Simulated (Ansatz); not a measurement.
# CHSi (sextet): from Hartree-Fock to the top rungs, 6-31G

Aim: climb from Hartree-Fock through coupled cluster and multireference methods for CHSi (sextet) at one geometry and basis, and see what each rung misses.

Method: 6-31G, core rule «outside noble gas», up to 6 orbitals frozen; program: Ansatz 0.2.0, Gaussian basis.

Plan: UHF; CCSD(T) on ROHF; CCSD(T) on UHF; BCCD(T) on ROHF; CISD; CCSDT(Q) on ROHF; CCSDT(Q) on UHF; CISDTQ; CCSDTQ on ROHF; CCSDTQ on UHF; CASSCF and MRCISD+Q, 9 electrons in 9 orbitals; CASSCF and NEVPT2, 9 electrons in 9 orbitals; Full CI.

18 further runs of the same task are left out: 6 that didn't finish, 12 set aside as unsound or not needed.

## 1. The system

The geometry is a PBE0/def2-TZVP stationary point (not a proven minimum) of the parent state, kept for this charge and spin.

3 atoms, charge 0, spin multiplicity 6.

Atoms are counted from 1 here; the program's logs count them from 0.

Bond lengths: Si1–C2 1.893 Å, C2–H3 1.096 Å. Angles: Si1–C2–H3 133.1°.

## 2. UHF

The input, in.yaml:

```yaml
crystal:
  periodic: [false, false, false]
  atoms:
    - {symbol: Si, position_ang: [0.000000, 0.032553, 0.617233]}
    - {symbol: C, position_ang: [0.000000, -0.127023, -1.268554]}
    - {symbol: H, position_ang: [0.000000, 0.606549, -2.082531]}
basis:
  gaussian: {orbitals: 6-31G}
magnetization: {spin_polarized: true, initial_magnetization: 5}
hamiltonian: {xc: hf}
output: {orbitals: {seedname: orbitals}}
```

Launch:

```console
$ ansatz run in.yaml --threads 1 --pin off --events-out ev --progress --plain --max-ram 2393MiB
```

After this run come: CCSD(T) on ROHF; CCSD(T) on UHF; BCCD(T) on ROHF; CISD; CCSDT(Q) on ROHF; CCSDT(Q) on UHF; CISDTQ; CCSDTQ on ROHF; CCSDTQ on UHF; CASSCF and MRCISD+Q, 9 electrons in 9 orbitals; CASSCF and NEVPT2, 9 electrons in 9 orbitals; Full CI.

Q: Predict the results of all the runs planned. Wanted: FCI below the RHF energy; RMP2 from FCI; UMP2 from FCI; RCCSD from FCI; RCCSD(T) from FCI; UCCSD(T) from FCI; RCCSDT(Q) from FCI; UCCSDT(Q) from FCI; NEVPT2 valence from FCI.

The runs gave:

```
                         quantity                                                                                                                                 value
         FCI below the RHF energy                                                                                                                            -2.2964 eV
                    RMP2 from FCI                                                                                                                            +569.6 meV
                    UMP2 from FCI                                                                                                                            +550.6 meV
                   RCCSD from FCI                                                                                                                             +43.7 meV
                RCCSD(T) from FCI                                                                                                                             +12.4 meV
                UCCSD(T) from FCI                                                                                                                             +11.7 meV
               RCCSDT(Q) from FCI                                                                                                                              +0.3 meV
               UCCSDT(Q) from FCI                                                                                                                              -0.6 meV
          NEVPT2 valence from FCI                                                                                                                            +286.8 meV
        MRCISD+Q valence from FCI                                                                                                                             +11.6 meV
levels within 1 kcal/mol (43 meV)  UCCSD, RCCSD(T), UCCSD(T), BCCD(T), RCCSDT, UCCSDT, CISDTQ, RCCSDT(Q), UCCSDT(Q), RCCSDTQ, UCCSDTQ, MRCISD valence, MRCISD+Q valence
                    T1 diagnostic                                                                                                                                 0.019
   effectively unpaired electrons                                                                                                                                  5.02
```

**Reading.** RCCSD(T) misses by +12.4 meV, 0.5 % of the correlation energy. One determinant dominates. Of the multireference levels listed MRCISD+Q valence comes nearest in total energy (+11.6 meV), which doesn't show that its space is the better one. These misses are within one basis, not against nature; the frozen cores of restricted and unrestricted runs differ, which can shift their rows.
